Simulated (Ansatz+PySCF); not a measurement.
**singlet OH(-): levels of theory in one basis**

```xyz
2

O     0.0000    0.0000   -0.1090
H     0.0000    0.0000    0.8717
```

Basis set: aug-cc-pVDZ (spherical functions). Left uncorrelated: 1 orbital. Charge -1, multiplicity 1.

Computed with Ansatz (development build ahead of 0.2.0); each method stands on the lowest determinant of its kind that the runs found. NEVPT2 correlates all electrons. Active spaces start from the frontier orbitals, and the lowest solution found is given.

```
        method  E − E(RHF) (eV)  <S²> of the determinant
           RHF             0.00                     0.00
       RHF-MP2            -6.58                        –
      RHF-CCSD            -6.55                        –
   RHF-CCSD(T)            -6.77                        –
   CASSCF(8,5)            -0.66                        –
   CASSCF(2,2)            -0.63                        –
SC-NEVPT2(2,2)            -6.61                        –
```

What does SC-NEVPT2(8,5) give on the same scale?

-5.91 eV. NEVPT2 here correlates all electrons, so it doesn't share the others' frozen core.

Is a single determinant a sound starting point here?

By this sign, yes. Unrestricted orbitals gain 0.00 eV and <S²> is 0.00 against 0.00 for a pure state. The CASSCF(8,5) natural occupations are 2.00, 2.00, 2.00, 1.97, 0.03. The CASSCF(2,2) natural occupations are 1.97, 0.03.

Caution for CASSCF(2,2): other starts end on other solutions of this active space.
